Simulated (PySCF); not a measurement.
**PO₂⁺ + 2 H₂O → PH₄⁺ + 2 O₂**

Level: PBE0 in the def2-TZVP basis family, all electrons, no relativity, computed in PySCF with density fitting; open shells unrestricted.

| species | state and structure | E (Eh) | ZPE (kJ/mol) | H(298 K) − H(0) (kJ/mol) | S° (J/(mol K)) |
| --- | --- | --- | --- | --- | --- |
| PO₂⁺ | singlet, D∞h, P–O 1.430 Å (×2) | -491.18786 | 20.1 | 11.0 | 230.9 |
| H₂O | singlet, C2v, O–H 0.960 Å (×2); H–O–H 105.1° | -76.37736 | 56.5 | 9.9 | 188.7 |
| PH₄⁺ | singlet, Td, P–H 1.401 Å (×4) | -343.32344 | 92.0 | 10.3 | 203.5 |
| O₂ | triplet, D∞h, O–O 1.193 Å | -150.23561 | 10.3 | 8.7 | 204.9 |

Question: What is the electronic reaction energy?

Answer: At PBE0/def2-TZVP, ΔE = 388.4 kJ/mol from the differences of the total energies times 2625.5, uphill. 

Question: Add zero-point, thermal and entropy terms for 298.15 K and 1 bar.

Answer: ΔZPE = -20.5 and Δ[H(298) − H(0)] = -3.1 kJ/mol give ΔH° = 364.8 kJ/mol. ΔS° = 5.0 J/(mol K), so ΔG° = 364.8 − 298.15 × (0.0050) = 363 kJ/mol.

The structures come from searches over a few start shapes, so lower isomers are not excluded.
